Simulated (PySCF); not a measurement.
Compound: C₄H₆N₂.
Atom-mapped SMILES: `[CH3:1][n:2]1[cH:3][cH:4][n:5][cH:6]1` (hydrogens: H7, H8, H9 on C1; H10 on C3; H11 on C4; H12 on C6)

Structure used (PBE0-D3(BJ)/def2-SVP), in Å, numbered top down from 1:
```xyz
12
C4H6N2 angstrom
C     -1.6031   -0.2108    0.4235
N     -0.2329    0.0372    0.0592
C      0.7665   -0.8963   -0.0590
C      1.8832   -0.1916   -0.4442
N      1.5911    1.1366   -0.5648
C      0.3226    1.2402   -0.2573
H     -1.6677   -0.6894    1.4123
H     -2.1001   -0.8574   -0.3159
H     -2.1420    0.7446    0.4663
H      0.5967   -1.9520    0.1399
H      2.8820   -0.5809   -0.6396
H     -0.2624    2.1612   -0.2420
```

Level of theory: core-valence-separated Tamm–Dancoff BHandHLYP/aug-pcX-1 (pcseg-1 on H) in PySCF, non-relativistic, gas phase, PBE0-D3(BJ)/def2-SVP geometry. No empirical shift is added; at this level the pattern usually sits a few eV under experiment.

(1) Give energies, oscillator strengths and core holes at the C K edge.

(2) List the nitrogen K-edge absorption lines.

Results:

(1) 
```
E (eV)       f  core hole on          main final orbital                        polarisation
284.13  0.0588            C4               LUMO+6 (39 %)  normal to the local trigonal plane
284.30  0.0597            C3               LUMO+6 (37 %)  normal to the local trigonal plane
284.55  0.0670            C6               LUMO+1 (32 %)  normal to the local trigonal plane
286.34  0.0165            C3               LUMO+2 (55 %)         in the local trigonal plane
286.41  0.0163            C4               LUMO+2 (41 %)         in the local trigonal plane
286.54  0.0016            C4               LUMO+1 (52 %)  normal to the local trigonal plane
286.63  0.0122            C1                 LUMO (81 %)                                   –
287.09  0.0012            C4                 LUMO (81 %)         in the local trigonal plane
287.10  0.0274            C1               LUMO+1 (70 %)                                   –
287.18  0.0181            C6               LUMO+3 (53 %)         in the local trigonal plane
287.30  0.0377            C1                      spread                                   –
287.38  0.0019            C3                 LUMO (59 %)         in the local trigonal plane
287.47  0.0042            C3               LUMO+1 (56 %)  normal to the local trigonal plane
287.57  0.0002            C4               LUMO+2 (38 %)                                   –
287.65  0.0175            C1                      spread                                   –
287.81  0.0055            C4  spread (2 roots, f summed)                               mixed
287.83  0.0046            C3               LUMO+3 (51 %)         in the local trigonal plane
```

The first line with a tenth or more of the strongest one's intensity is at 284.13 eV (f = 0.059), with the hole on C4 (aromatic CH next to a ring nitrogen), polarised normal to the local trigonal plane: a 1s→π* resonance. The strongest listed is at 284.55 eV (f = 0.067; C6, 1s→π*).

(2) 
```tsv
E (eV)	f	core hole on	main final orbital	polarisation
397.38	0.0593	N5	spread	–
400.03	0.0409	N2	LUMO+1 (47 %)	normal to the local trigonal plane
400.24	0.0023	N5	LUMO+6 (44 %)	–
400.69	0.0009	N5	LUMO+3 (47 %)	–
400.99	0.0012	N5	LUMO (51 %)	–
401.25	0.0003	N5	LUMO+2 (69 %)	–
401.58	0.0006	N5	LUMO+5 (41 %)	–
401.66	0.0001	N5	LUMO+6 (36 %)	–
401.79	0.0012	N5	LUMO+4 (71 %)	–
401.96	0.0012	N5	LUMO+7 (72 %)	–
```

The first line with a tenth or more of the strongest one's intensity is at 397.38 eV (f = 0.059), with the hole on N5 (pyridine-type nitrogen). It is also the strongest listed.

Roots within 0.03 eV whose holes lie on the same, on equivalent or on shared atoms are summed into one line, and the highest roots are left out, as the search may have cut off their partners. Final orbitals are the ground state's empty Kohn–Sham orbitals. A dash: too weak, shared between unlike atoms, or no plane or axis to refer to.

What are the wavelength and the wavenumber of the 284.30 eV line?

λ = 12398.42 eV Å/284.30 eV = 43.610 Å; 2.2930 × 10⁶ cm⁻¹.

The ionisation thresholds weren't computed; near and above them a finite basis only mimics Rydberg series and continuum.
